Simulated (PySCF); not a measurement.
## Where the electron goes

C4H7NO.
Geometry (GFN2-xTB, Å), atoms numbered from 1 in this order:
```
atom  x, y, z in Å
C1     1.363   -0.593   -0.477
C2     0.653    0.663   -0.099
N3     1.271    1.761   -0.126
C4    -0.808    0.610    0.313
C5    -1.486   -0.731    0.329
O6    -1.370    1.638    0.612
H7     0.877   -1.066   -1.328
H8     2.389   -0.353   -0.740
H9     1.361   -1.298    0.353
H10    0.693    2.558    0.150
H11   -0.970   -1.401    1.014
H12   -2.520   -0.615    0.645
H13   -1.458   -1.174   -0.664
```

Computed, not measured: TDDFT PBE0/def2-SVPD, vertical, gas phase, core orbitals frozen in the response in PySCF 2.14.0, density-fitted response routines.

Frontier orbitals with the atoms that hold most of them (Löwdin shares over 4%, at most four atoms; ? is withheld):

```json
{"orbital": "LUMO+2", "ε (eV)": "1.35", "atoms": "C2 24%, C4 19%, N3 18%, O6 12%"}
{"orbital": "LUMO+1", "ε (eV)": "0.41", "atoms": "C5 20%, C1 15%, C4 10%, H11 10%"}
{"orbital": "LUMO", "ε (eV)": "-2.12", "atoms": "?"}
{"orbital": "HOMO", "ε (eV)": "?", "atoms": "N3 32%, O6 24%, C2 13%, C4 11%"}
{"orbital": "HOMO-1", "ε (eV)": "-8.38", "atoms": "?"}
{"orbital": "HOMO-2", "ε (eV)": "-9.10", "atoms": "N3 41%, C2 24%, O6 12%, C1 8%"}
{"orbital": "HOMO-3", "ε (eV)": "-11.01", "atoms": "O6 37%, C4 18%, C5 17%, H13 7%"}
```

Problem. Which atoms hold the HOMO-1, and with what shares?

Solution. O6 (bonded to C) 42%; N3 (bonded to C and H) 34%; C2 (bonded to 2 C and N) 6%; C4 (bonded to 2 C and O) 5%. By element: oxygen 42%, nitrogen 34%, carbon 10% or more.

Problem. Give the leading atoms of the LUMO.

Solution. C4 (bonded to 2 C and O) 25%; O6 (bonded to C) 23%; N3 (bonded to C and H) 22%; C2 (bonded to 2 C and N) 17%. By element: carbon 42% or more, oxygen 23%, nitrogen 22%.

Problem. What is the HOMO energy, and the HOMO–LUMO gap?

Solution. ε(HOMO) = -7.49 eV; the gap is 5.37 eV (0.1974 hartree).

Problem. The HOMO–LUMO gap is 5.37 eV. Where does the response calculation put the lowest singlet, and from which orbitals?

Solution. S1 is at 3.46 eV (f = 0.0007), 1.91 eV below the gap, made of HOMO→LUMO (95%). 

Problem. One configuration dominates each of S1, S2, S3 and S4. Which, and how do the shares of the two leading atoms of either orbital change from the occupied to the empty one?

Solution. 
- S1 (3.46 eV, f 0.0007), HOMO→LUMO (95%): N3 32% → 22%, O6 24% → 23%, C4 11% → 25%
- S2 (4.31 eV, f 0.0008), HOMO-1→LUMO (94%): O6 42% → 23%, N3 34% → 22%, C4 5% → 25%
- S3 (6.32 eV, f 0.109), HOMO-2→LUMO (95%): N3 41% → 22%, C2 24% → 17%, C4 at most 9% → 25%, O6 12% → 23%
- S4 (6.84 eV, f 0.017), HOMO→LUMO+1 (97%): N3 32% → at most 10%, O6 24% → at most 10%, C5 at most 12% → 20%, C1 at most 12% → 15%

One conformer stands for the species.
